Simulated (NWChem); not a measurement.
# DMSO (C2H6OS); SMILES CS(C)=O

Computed with NWChem. The geometry was optimised at PBE-D3(BJ)/def2-SVP. Ions are spin-unrestricted doublets at the neutral geometry; other ion states weren't tried.

Q: Taking Hartree-Fock/def2-TZVP as the yardstick, which of these has the fewest basis functions while keeping “vertical ionisation energy, ΔSCF (eV)” within 0.1 eV of it: Hartree-Fock/def2-SVPD; Hartree-Fock/def2-SVP; Hartree-Fock/STO-3G?

A: Hartree-Fock/def2-SVPD.
| level | basis functions | vertical ionisation energy, ΔSCF (eV) |
|---|---|---|
| Hartree-Fock/STO-3G | 30 | 2.64 |
| Hartree-Fock/def2-SVP | 90 | 7.49 |
| Hartree-Fock/def2-SVPD | 138 | 7.69 |
| Hartree-Fock/def2-TZVP | 166 | 7.63 |

The yardstick is one finite set, not the basis-set limit.
